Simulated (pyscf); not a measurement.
# Routes from `[O]=[Mo]([F])([F])([F])[F]` + `[H][H]`

Candidate steps break at most two bonds and form at most two. Each was searched with GFN2-xTB (tblite) first. PySCF, gas phase, ωB97X-D3(BJ)/def2-SVP geometries. Energies: ωB97M-D3(BJ)/def2-TZVP, eV, from the separated reactants, singlet surface; ΔG‡ with ideal gas, 1 atm, RRHO with modes under 100 cm⁻¹ raised to 100, one conformer, R ln 2 for chiral ones without a mode under 150 cm⁻¹.

```tsv
products	type	ΔE‡	ΔE	ΔG‡ 298 K	ΔG‡ 900 K	ν‡ (cm⁻¹)
O=MoH(F)(F)–F + HF	four-centre exchange	1.64	+0.91	2.05	2.81	1086i
HO–MoH(F)(F)(F)–F	addition across a multiple bond or ene-type step	2.38	+1.16	2.76	3.50	1582i
```

Row 1: On the product side the descent ends in a complex, 0.28 eV under the separated species and 0.93 eV under the saddle at ωB97X-D3(BJ)/def2-TZVP. 

Plain bond fissions and candidates not yet searched are not listed, and one of them may be faster. Each barrier is that of the saddle found; lower ones may exist. Elements past Kr carry the def2 core potentials, without spin-orbit coupling.
